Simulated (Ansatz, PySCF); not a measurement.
H2N, SMILES [NH2], multiplicity 2. Atoms are numbered in the order given.

```xyz
3

N      0.0000     0.0000    -0.1664
H      0.0000    -0.8063     0.4715
H      0.0000     0.8063     0.4715
```
Charge 0, spin multiplicity 2.

Coordinates come from a B3LYP-D3(BJ)/def2-TZVPD optimisation. The isomer is the one that the SMILES or the coordinates give; other isomers of the formula were not compared.

Two levels are set side by side: PBE-D3(BJ)/def2-TZVPD (Ansatz, a first-principles code) and B3LYP-D3(BJ)/def2-TZVPD (PySCF). Each level has its own optimised geometry; the coordinates shown are those of the second. Frequencies come from the Hessian of PySCF at each geometry. Differences are taken from unrounded values.

```
quantity                            B3LYP-D3(BJ)
----------------------------------  ------------
mean bond length (Å)                       1.028
bond N1–H2 (Å)                             1.028
bond N1–H3 (Å)                             1.028
highest harmonic wavenumber (cm⁻¹)          3434
mean harmonic wavenumber (cm⁻¹)             2770
zero-point energy (kcal/mol)               11.88
```

Task: What does PBE-D3(BJ) give, and how far is it from B3LYP-D3(BJ)? (The exact figures need the calculation; the answer reports its results.)

Result: 
```csv
quantity,PBE-D3(BJ),PBE-D3(BJ) minus B3LYP-D3(BJ)
mean bond length (Å),1.038,0.010
bond N1–H2 (Å),1.038,0.010
bond N1–H3 (Å),1.038,0.010
highest harmonic wavenumber (cm⁻¹),3349,-85
mean harmonic wavenumber (cm⁻¹),2699,-71
zero-point energy (kcal/mol),11.58,-0.31
```

Exact exchange shortens and stiffens bonds; PBE has none. Differences between two approximate levels are no errors against the true value.
